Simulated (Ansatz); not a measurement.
Two shapes of singlet CH3O(-).

Shape 1:

```xyz
5

C     0.0199   -0.0392   -0.4842
O    -0.0005    0.0436    0.7569
H    -0.0310   -1.0521   -1.1004
H    -0.9238    0.4763   -1.0691
H     0.8577    0.4795   -1.0648
```

Shape 2:

```xyz
5

C     0.0000    0.0000   -0.5486
O     0.0000    0.0000    0.8439
H     0.0000   -1.1130   -1.1531
H    -0.9639    0.5565   -1.1531
H     0.9639    0.5565   -1.1531
```

Basis set: cc-pVTZ (spherical functions). Correlated methods keep 2 orbitals frozen. Charge -1, multiplicity 1.

Computed with Ansatz (development build ahead of 0.2.0); each method stands on the lowest determinant of its kind that the runs found.

Problem. Which shape is lower in energy, and by how much in each method?

Solution.

```tsv
method	E(2) − E(1) (eV)
RHF	0.630
RHF-MP2	0.437
```

Shape 1 is lower. Caution: no diffuse functions for an anion.
